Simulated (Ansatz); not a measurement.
Geometry optimisation, RKS B3LYP-D4/def2-SVPD (Ansatz).

Input:

```yaml
crystal:
  periodic: [false, false, false]
  atoms:
    - { symbol: B, position_ang: [-0.237465, 0.239443, -1.063544] }
    - { symbol: Cl, position_ang: [1.214277, -0.356972, 1.57757] }
    - { symbol: H, position_ang: [1.610067, 0.229443, 0.440995] }
    - { symbol: O, position_ang: [-1.390965, -0.265531, -0.760741] }
    - { symbol: H, position_ang: [-1.581015, -0.693084, 0.08622] }
basis:
  gaussian: { orbitals: def2-SVPD }
hamiltonian:
  xc: b3lyp
  dispersion: d4
relax:
  f_tol: 0.03
  max_steps: 50
```

Command:

```bash
$ ansatz run input.yaml --threads 1 --pin off --max-ram 2048MiB --backend cpu --events-out ev --progress --plain --runs-dir out
```

**Question.** Where does it end, and by what steps?

**Answer.** The forces met the threshold. After 16 steps the energy has fallen by 0.214 eV; Cl2 moved furthest, 1.29 Å.

| step | energy less start (eV) | largest force component (eV/Å) | accepted |
| --- | --- | --- | --- |
| 0 | 0.0000 | 0.652 | yes |
| 1 | -0.0388 | 1.169 | yes |
| 2 | -0.0932 | 0.830 | yes |
| 3 | -0.1199 | 0.301 | yes |
| 4 | -0.1184 | 1.120 | no |
| 5 | -0.1364 | 0.138 | yes |
| 6 | -0.1504 | 0.060 | yes |
| 7 | -0.1595 | 0.457 | yes |
| 8 | -0.1623 | 0.616 | yes |
| 9 | -0.1944 | 0.132 | yes |
| 10 | -0.1993 | 0.105 | yes |
| 11 | -0.1991 | 0.676 | no |
| 12 | -0.2052 | 0.144 | yes |
| 13 | -0.2065 | 0.372 | yes |
| 14 | -0.2091 | 0.500 | yes |
| 15 | -0.2129 | 0.030 | yes |
| 16 | -0.2135 | 0.019 | yes |

```xyz
5
Properties=species:S:1:pos:R:3
B -0.384 -0.128 -0.296
Cl 2.441 0.056 1.557
H 1.335 -0.008 0.812
O -1.457 -0.195 -1.002
H -2.321 -0.572 -0.790
```

Whether the end is a true minimum wasn't checked by a vibrational analysis.

Run time: 43 s on 1 thread of Arm Neoverse V1, with other jobs on the host, peak memory 0.14 GiB.
